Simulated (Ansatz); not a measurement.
# HCl, singlet: up the ladder of correlation methods

Calculated in Ansatz's Gaussian-basis code; BCCD by scripts on PySCF. Basis cc-pVDZ, 5 core orbitals frozen, nonrelativistic. Perturbation and coupled-cluster methods stand on the Hartree–Fock determinant that coupled cluster favours (restricted). 

Correlation energy of CCSD(T), then each method's total less that of CCSD(T), in eV:

```json
{"case": "1.274 Å RHF", "E corr CCSD(T)": "-4.491", "BCCD": "+0.065", "BCCD(T)": "0.000", "determinant": "–"}
```

(1) Give CCSDT(Q) less CCSD(T). Is CCSD(T) good to 1 kcal/mol?

## Answers

(1) 1.274 Å RHF: -0.013 eV (within).
